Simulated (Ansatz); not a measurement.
```yaml
crystal:
  periodic: [false, false, false]
  atoms:
    - {symbol: C, position_ang: [-1.221530, -0.215833, -0.433819]}
    - {symbol: C, position_ang: [-0.001029, -0.350738, 0.350310]}
    - {symbol: N, position_ang: [0.920123, -1.293594, -0.122657]}
    - {symbol: C, position_ang: [0.707789, 0.896173, 0.513878]}
    - {symbol: N, position_ang: [0.267315, 1.952865, 0.115205]}
    - {symbol: H, position_ang: [-1.868264, 0.493264, -0.014217]}
    - {symbol: H, position_ang: [-0.998138, 0.104162, -1.407377]}
    - {symbol: H, position_ang: [-1.718380, -1.138061, -0.488900]}
    - {symbol: H, position_ang: [-0.254732, -0.656548, 1.328636]}
    - {symbol: H, position_ang: [1.125545, -1.114618, -1.057228]}
    - {symbol: H, position_ang: [0.539368, -2.186668, -0.084337]}
    - {symbol: H, position_ang: [1.638578, 0.790765, 0.996795]}
    - {symbol: H, position_ang: [0.882845, 2.685521, 0.317918]}
basis:
  gaussian: {orbitals: cc-pVTZ-DK, point_charges: [{charge: 1.00, position_ang: [5.037, 0.917, -0.205]}]}
hamiltonian: {xc: {name: revPBE0}}
smearing: {width: 0.1}
output: {forces: true}
```

```sh
$ ansatz run in.yaml --threads 4 --pin off --events-out ev --progress --plain --max-ram 10444MiB
```

Shortened log:

```
Error: YAML parse error: error: line 20 column 1: unknown field `smearing`, expected one of crystal, accuracy, basis, kpoints, hamiltonian, magnetization, projection, total_charge, correlation, batch, efield, external_charges, scf, relax, neb, saddle, md, ramp, phonons, dielectric, real_time, elastic, magnetic_configurations, gw, evaluate, workflow, output, checkpoint, execution
18 |   gaussian: {orbitals: cc-pVTZ-DK, point_charges: [{charge: 1.00,…
19 | hamiltonian: {xc: {name: revPBE0}}
20 | smearing: {width: 0.1}
21 | output: {forces: true}
```

Question: Something in this input is off. What?

Answer: The input holds a key that doesn't belong there. The program refused the input.
